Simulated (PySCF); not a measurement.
**Basis set benchmark on one molecule**

Molecule: SMILES O=C(F)F, CF2O.

Geometry:
```json
{"atom": "O1", "x (Å)": "-0.347", "y (Å)": "1.057", "z (Å)": "0.794"}
{"atom": "C2", "x (Å)": "-0.063", "y (Å)": "0.028", "z (Å)": "0.312"}
{"atom": "F3", "x (Å)": "0.944", "y (Å)": "-0.731", "z (Å)": "0.657"}
{"atom": "F4", "x (Å)": "-0.699", "y (Å)": "-0.563", "z (Å)": "-0.665"}
```

Geometry PBE0-D3(BJ)/def2-SVP throughout; GIAO in PySCF, gas phase, one conformer, non-relativistic; equivalent atoms averaged; functional PBE0.

Reference values (CCSD(T)/13s9p4d3f; gas (isolated, no vibration); M. E. Harding, PhD thesis, Mainz 2008 (Harding, Lenhart, Auer, Gauss, JCP 2008, 128, 244111)): σ(F3/F4) = 229.2 ppm.

How do the basis sets pcSseg-0, cc-pVDZ, aug-cc-pVDZ, cc-pVTZ, IGLO-III, pcSseg-3 perform against the reference? Times are CPU seconds on 1 thread of an AMD EPYC 9R14, shared host.

## Answers


| basis set | functions | F3/F4 | abs. error F | core-s |
| --- | --- | --- | --- | --- |
| pcSseg-0 | 36 | 196.4 | 32.8 | 1.2 |
| cc-pVDZ | 56 | 221.7 | 7.5 | 1.6 |
| aug-cc-pVDZ | 92 | 217.0 | 12.2 | 2.3 |
| cc-pVTZ | 120 | 203.2 | 26.0 | 3.2 |
| IGLO-III | 140 | 196.6 | 32.6 | 3.5 |
| pcSseg-3 | 288 | 197.2 | 32.0 | 13 |

For 19F the closest is cc-pVDZ (7.5 ppm) and the furthest pcSseg-0 (32.8 ppm). Where a smaller basis beats a larger one, errors probably cancel; the largest sets show where the functional converges. One molecule is a small sample, and the reference may use another geometry.

A small basis that lands close on one nucleus may do so by chance; judge by the trend and by all nuclei.
